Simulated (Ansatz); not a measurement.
Cartesian coordinates (Å):
```xyz
3

N     -0.0015     0.4257     0.0000
H     -0.8034    -0.2158     0.0000
H      0.8049    -0.2100     0.0000
```
Charge 0, spin multiplicity 2.

The numbers are results of frozen-core CCSD(T)/cc-pVTZ // PBE0-D4/def2-TZVP (Ansatz, a first-principles code), not measurements.

```
Property                      Result
----------------------  ------------
HF energy               -55.58587 Ha
MP2 correlation energy   -0.18467 Ha
```

**Question.** Estimate the CCSD correlation energy, the (T) correction, the total energy and the T1 diagnostic.

**Answer.** 
```
Property                        Value
-----------------------  ------------
CCSD correlation energy   -0.20210 Ha
(T) correction            -0.00564 Ha
CCSD(T) total energy     -55.79361 Ha
T1 diagnostic                   0.008
```
